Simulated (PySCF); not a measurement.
Ionising AlH

RHF-CCSD(T); basis Al x2c-SVPall, H x2c-SVPall; spin-free X2C with a Gaussian nucleus; PySCF 2.14. Neutral (RHF): singlet (closed shell), Re = 1.646 Å, ωe = 1727 cm⁻¹, De = 3.03 eV.

AlH⁺ (UHF): doublet (σ ↑), Re = 1.612 Å, ωe = 1683 cm⁻¹, De = 0.68 eV to Al⁺ + H. The energies at the minima are -242.87375 hartree for AlH and -242.57747 for AlH⁺.

Problem. Work out the adiabatic ionisation energy, without and with harmonic zero-point energies (1 hartree = 27.2114 eV, 1 eV = 8065.5 cm⁻¹), and the change of the bond length.

Solution. At CCSD(T): 0.29628 hartree = 8.062 eV between the minima; the zero-point term (1683.0 − 1727.0)/2 cm⁻¹ = -0.003 eV makes it 8.059 eV. Re changes by -3.4 pm against the neutral. The electron leaves a σ orbital, and the shorter bond of the ion fits an antibonding orbital, or a change in how ionic the bond is.

Correlated steps freeze 5 core orbitals. Correlated levels converge slowly with the basis: in double zeta they bind strong bonds too weakly, by up to about 1 eV, and carry superposition errors of some tenths. For an ion De counts to the pair picked by the measured ionisation energies or electron affinities, which need not be the lowest pair at this level. Where the molecule has an RHF reference, its open-shell atoms are computed with UHF. States were picked by a PBE0 search and need not be the measured ground states.

Neutral and ion stand on different kinds of reference determinant, which adds to the error of the difference.
